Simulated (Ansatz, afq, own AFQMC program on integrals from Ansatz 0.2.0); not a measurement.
AFQMC on a folder of integrals that Ansatz 0.2.0 wrote.

```yaml
crystal:
  periodic: [false, false, false]
  atoms:
    - {symbol: Cl, position_ang: [0.000000, 0.000000, -1.711333]}
    - {symbol: H, position_ang: [0.000000, 0.000000, 0.002667]}
    - {symbol: S, position_ang: [0.000000, 0.000000, 1.708667]}
basis:
  gaussian: {orbitals: cc-pVTZ}
magnetization: {spin_polarized: true, initial_magnetization: 2}
correlation: {method: ccsd_t, electrons: outside_noble_gas, hamiltonian_folder: ham}
```

```sh
$ ansatz run in.yaml --threads 1 --pin off --events-out ev --progress --plain --max-ram 24576MiB --backend cuda --devices 0, --max-vram 18GiB
```

afq runs on the folder ham with

```
--method phaseless --trial cisd --walkers 2600 --populations 20 --least-time 60 --time-step 0.005 --steps-per-block 50 --equilibration-blocks 28 --max-blocks 4000 --target-error 0.00022 --factor-cut 1e-05 --start spin_pure --seed 4752 --release-times 0.24,0.51,0.99,1.62,2.4 --release-step 0.03 --release-every 3 --taylor-order 6
```

Times are imaginary, in 1/Eh. The walk had a cap of 245 s. With eight or more populations the least sampling time is a fifth of least-time, and the error comes from their spread.

afq prints:

```
orbitals 72  electrons 8 6  factors 457 of 472
reference energy -857.56365554 Eh
CCSD correlation -0.37105570 Eh in 14 cycles, weight of the determinant in the CISD state 0.8494
energy of the start -857.933629 Eh
 block  time / (1/Eh)  mean weight  energy / Eh
     1     0.250  0.9996  -857.927631
     2     0.500  0.9997  -857.932831
     3     0.750  1.0001  -857.938941
     4     1.000  1.0003  -857.942275
     5     1.250  0.9998  -857.945646
    11     2.750  0.9996  -857.950407
    23     5.750  0.9997  -857.952431
    35     8.750  1.0002  -857.952608
    47    11.750  1.0003  -857.950439
    59    14.750  1.0003  -857.950383
    71    17.750  0.9998  -857.949855
    81    20.250  0.9997  -857.953892
    83    20.750  1.0000  -857.951934
    95    23.750  0.9997  -857.946959
   107    26.750  0.9997  -857.951682
   115    28.750  0.9996  -857.949935
error from the spread of 20 populations
released: time / (1/Eh)  energy / Eh  error  mean overlap
  0.24  -857.951508  0.000250  0.9985
  0.51  -857.952112  0.000262  0.9944
  0.99  -857.953039  0.000484  0.9856
  1.62  -857.952937  0.000597  0.9810
  2.40  -857.951440  0.001130  0.9746
energy -857.950773 +/- 0.000222 Eh
(rows thinned)
```

The run passed its tests (sampling time, drift between the halves within three errors, error under three times the target), which doesn't prove that it has relaxed, ending at its cap on processor time.

Against this walk (error 6.0 meV) on the same determinant: CCSD(T) 20.0 meV higher, CCSDT(Q) 49.8 meV lower. The error is statistical and leaves out the bias of the constraint. The released energies get too noisy after the second time (errors over twice the walk's own, or jumping) (meV from the phaseless value at times in 1/Eh: -20 ± 7 at 0.24, -36 ± 7 at 0.51, -62 ± 13 at 0.99, -59 ± 16 at 1.62, -18 ± 31 at 2.40), so they give no level; they do show a bias of the constraint, and the last of them that isn't too noisy lies 13 meV above CCSDT(Q). CCSDT(Q) is the surest value here, so the walk's 50 meV above it is most likely the bias of the constraint with this trial, which can have either sign.

Cautions: constraint bias not in the error; lower spins were not checked.

The walk took 4.1 min on 1 × NVIDIA H100 80GB HBM3 with 2 threads of AMD EPYC 7R13 Processor (Zen 3) (shared host) (the card was shared). The log's last line is the phaseless energy.

CCSDT and higher add their correlation energy to the determinant of the CCSD(T) run, since their own runs factorise the integrals more tightly (a shift of under 2 meV). A walk keeps the symmetry of its determinant, which the program's search chose and which needn't be the lowest solution, so a lower state of the same spin and another symmetry isn't excluded.
